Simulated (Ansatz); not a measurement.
System: antifluorite Mg2Sn. Method: G0W0@HSE06 in Ansatz (hard PAW, contour deformation).

The same calculation (at the measured cell, 25.817 Å³/atom) with different numerical settings; throughout: k mesh 2×2×2:

```tsv
run	response cutoff (eV)	empty bands	quasiparticle gap on the mesh (eV)	quasiparticle gap at Γ (eV)	rough time
1	100	323	0.331	2.346	2 core-min
2	150	594	0.369	2.330	6 core-min
3	200	914	0.386	2.315	10 core-min
4	250	1277	0.397	2.307	20 core-min
5	300	1679	0.405	2.305	20 core-min
```

In the column quasiparticle gap on the mesh (eV) the first row differs from the last by -0.074 and the next to last by -0.008.

The last row is no converged limit: other settings stay fixed.

Spin–orbit coupling is not included.

Note: filled d or f shells below the valence bands can shift G0W0 gaps through exchange with them, which wasn't tested here. Note: GW on a hybrid start was not checked against another program.

Ansatz is a first-principles code.
